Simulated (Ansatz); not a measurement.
Task: a single point in a Gaussian basis of C5H7N, SMILES C=CC(=C)C=N, with Ansatz 0.2.0 through its Python package. Give the script and its output. Level of theory: Hartree-Fock, cc-pVDZ basis, multiplicity 1.

`run_energy.py`
```python
'''Electronic structure of the C5H7N molecule.'''

import sys
import warnings

import ansatz
from rdkit import Chem
from rdkit.Chem import AllChem


def main() -> None:
    warnings.simplefilter('ignore', ansatz.DeckWarning)

    # start geometry from RDKit
    rd = Chem.AddHs(Chem.MolFromSmiles('C=CC(=C)C=N'))
    AllChem.EmbedMolecule(rd, randomSeed=670)
    AllChem.UFFOptimizeMolecule(rd)
    geometry = ansatz.Crystal.molecule()
    for atom, xyz in zip(rd.GetAtoms(), rd.GetConformer().GetPositions()):
        geometry = geometry.atom(atom.GetSymbol(), xyz.round(5).tolist())

    job = geometry.calculation()
    job = job.basis(gaussian='cc-pVDZ')
    job = job.functional('hf')
    try:
        summary = job.run().report
    except ansatz.AnsatzError as error:
        sys.exit(f'{type(error).__name__}: {error}')

    for key in ('converged', 'free_energy_ev', 'reference_energy_ev', 'n_frozen', 'n_occupied', 'n_virtual'):
        print(f'{key:22s} {summary[key]}')

    state = summary['mean_field']['state']
    print(f'mean field: {state["energy"]["hartree"]:.7f} Ha, <S^2> = {abs(state["spin_squared"]):.4f}, stability: {state.get("stability", {}).get("kind")}')


if __name__ == '__main__':
    main()
```

```console
$ python run_energy.py
converged              True
free_energy_ev         -6743.359893872268
reference_energy_ev    -6743.359893872268
n_frozen               0
n_occupied             [22, 22]
n_virtual              [97, 97]
mean field: -247.8139053 Ha, <S^2> = 0.0000, stability: minimum
```

Reading the output:
- These settings explore the input space; basis and method may be short of convergence.
- The geometry is a force-field or estimated start, not a minimum of this method, and the basis set is short of its limit.
- Wall time of the script: 1.5 s on 1 thread of Arm Neoverse V2, on a shared host, peak memory 0.35 GiB.

(Lines on the test bed's own set-up are left out of the output.)
